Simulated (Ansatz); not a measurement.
A calculation on Bi2S3 (Pnma, No. 62) returned equilibrium volume per atom 24.30 Å³/atom, cohesive energy 3.58 eV/atom.

Problem. Which level of theory produced these numbers?
(A) LDA (Ansatz, a quantum-chemistry and plane-wave program)
(B) PBE-D3(BJ) (Ansatz)
(C) PBE (Ansatz)
(D) r²SCAN+rVV10 (Ansatz)

Solution. B, PBE-D3(BJ) (Ansatz)

The others give: LDA 23.50 Å³/atom, 4.12 eV/atom; PBE 26.62 Å³/atom, 3.21 eV/atom; r²SCAN+rVV10 25.07 Å³/atom, 3.32 eV/atom.

Unless a cell is named, each level is at its own relaxed cell (LDA 23.50, PBE 26.62, PBE-D3(BJ) 24.30, r²SCAN+rVV10 25.07 Å³/atom).

Caveats: the relaxation could not lower the start's symmetry, so the cell can be a saddle point above a distorted one (LDA, PBE, r²SCAN+rVV10, PBE-D3(BJ)). Ansatz's density-functional and Hartree–Fock values are scalar-relativistic unless marked +SOC, with PAW data made under PBE.
